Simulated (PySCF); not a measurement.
Working out the ionisation energy of Cl

Cl [Ne] 3s2 3p5 (2P) → Cl⁺ [Ne] 3s2 3p4 (3P). All numbers are calculated (PySCF 2.14, no relativity, point nucleus, in aug-cc-pV(5+d)Z). Frozen: [Ne]. Energies in hartree (1 hartree = 27.21139 eV):

```tsv
part	Cl (lower)	Cl⁺ (upper)
UHF	-459.489758	-459.057437
MP2 opposite-spin	-0.144589	-0.110976
MP2 same-spin	-0.039088	-0.030431
```

What does Hartree-Fock give?

(-459.057437) − (-459.489758) = 0.432321 hartree = 11.764 eV.

What do MP2 and SCS-MP2 (6/5 opposite-spin, 1/3 same-spin) give?

The opposite-spin parts differ by 0.915 eV and the same-spin parts by 0.236 eV. MP2: 11.764 + (0.915) + (0.236) = 12.915 eV. SCS-MP2: 11.764 + 1.2 × (0.915) + (0.236)/3 = 12.941 eV.

Measured between the centres of the two terms (NIST): 12.974 eV, so MP2 (valence) is off by -0.059 eV.

What remains against the reference includes basis incompleteness, the frozen core and correlation beyond second order.
